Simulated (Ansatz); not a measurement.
Working through a relaxed scan of one distance of B2H2O, SMILES B1BO1

Program: the Ansatz DFT code, driven from Python.

Input file `b2h2o.xyz`:
```text
5

B    -0.75710   -0.39320   -0.09590
B     0.64560    0.33010    0.46260
O     0.23730   -1.05690    0.53040
H    -1.44820   -0.14500   -1.03010
H     1.37240    1.19150    0.09150
```

At the Python prompt:
```pycon
>>> import ansatz as az
>>> import numpy as np
>>> BASIS_SET = 'def2-SVP'
>>> FUNCTIONAL = 'b3lyp'
>>> mol = az.Crystal.molecule_from_extxyz('b2h2o.xyz')
>>> job = mol.calculation().basis(gaussian=BASIS_SET).functional(FUNCTIONAL)
>>> symbols = [site.symbol for site in mol.cartesian_sites]
>>> pairs = [(0, 1), (0, 2), (0, 3), (1, 2), (1, 4)]
>>> print('held (A)   E (eV)        ', '  '.join(f'{symbols[i]}{i}-{symbols[j]}{j}' for i, j in pairs))
held (A)   E (eV)         B0-B1  B0-O2  B0-H3  B1-O2  B1-H4
>>> for length in [1.09, 1.19, 1.28, 1.42, 1.6]:
...     report = job.relax(constraints=[az.DistanceConstraint((1, 4), at=length)], force_tolerance=0.02, max_steps=60).run(threads=1).report
...     xyz = np.array(report['positions_ang'])
...     print(f'{length:6.2f} {report["free_energy_ev"]:14.5f}  ', '  '.join(f'{np.linalg.norm(xyz[i] - xyz[j]):.3f}' for i, j in pairs))
...
DeckWarning: relax.constraints: the input's atoms, or those drawn, lie off the distances that are held; a relaxation that starts there is brought onto them ahead of its first SCF, by positions alone, an atom by 4.83e-2 Å at the most. With the symmetry [...]
  1.09    -3429.44299   1.579  1.382  1.195  1.386  1.090
  1.19    -3429.60320   1.579  1.383  1.194  1.384  1.190
  1.28    -3429.52533   1.580  1.385  1.195  1.382  1.280
  1.42    -3429.16041   1.580  1.387  1.194  1.377  1.420
  1.60    -3428.48732   1.581  1.390  1.193  1.371  1.600
```

Total energies depend on the basis set; only differences at equal settings carry meaning. Warnings are shown shortened and without file and line. The energies are electronic: no zero-point or thermal terms, and the basis set is short of its limit. b3lyp holds the VWN-RPA fit, as in Gaussian; the form of ORCA and Turbomole is b3lyp5. Run time: 47 s on 1 thread of Arm Neoverse V1, on a shared host, peak memory 0.18 GiB.
